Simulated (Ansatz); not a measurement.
Geometry optimisation, Ansatz, RKS LDA/def2-SVP.

Input:

```yaml
crystal:
  periodic: [false, false, false]
  atoms:
    - { symbol: Si, position_ang: [-0.437881, -0.119547, -0.413286] }
    - { symbol: Cl, position_ang: [0.095599, 0.778575, 2.751943] }
    - { symbol: H, position_ang: [0.691481, -0.946008, 0.139543] }
    - { symbol: H, position_ang: [-0.134868, 1.344693, -0.334048] }
    - { symbol: H, position_ang: [-0.629861, -0.528165, -1.854551] }
    - { symbol: O, position_ang: [-1.878619, -0.344672, 0.423091] }
    - { symbol: H, position_ang: [-2.230324, -1.253012, 0.419092] }
    - { symbol: H, position_ang: [-1.132526, 0.438434, 2.335917] }
basis:
  gaussian: { orbitals: def2-SVP }
hamiltonian:
  xc: lda
relax:
  f_tol: 0.03
  max_steps: 50
```

Run as:

```bash
$ ansatz run input.yaml --threads 1 --pin off --max-ram 2048MiB --backend cpu --events-out ev --progress --plain --runs-dir out
```

Question: Where does it end, and by what steps?

Answer: The forces met the threshold. After 7 steps the energy has fallen by 0.192 eV; H8 moved furthest, 0.38 Å.

```csv
step,energy less start (eV),largest force component (eV/Å),accepted
0,0.0000,0.794,yes
1,-0.1006,0.630,yes
2,-0.1727,0.357,yes
3,-0.1876,0.264,yes
4,-0.1909,0.177,yes
5,-0.1917,0.045,yes
6,-0.1919,0.031,yes
7,-0.1921,0.018,yes
```

```xyz
8
Properties=species:S:1:pos:R:3
Si -0.379 -0.102 -0.425
Cl -0.210 0.731 2.868
H 0.773 -0.948 0.042
H -0.041 1.354 -0.411
H -0.787 -0.544 -1.806
O -1.726 -0.262 0.594
H -2.164 -1.134 0.615
H -1.122 0.274 1.990
```

Whether the end is a true minimum wasn't checked by a vibrational analysis.

Run time: 13 s on 1 thread of Arm Neoverse V1 (shared host), peak memory 0.13 GiB.
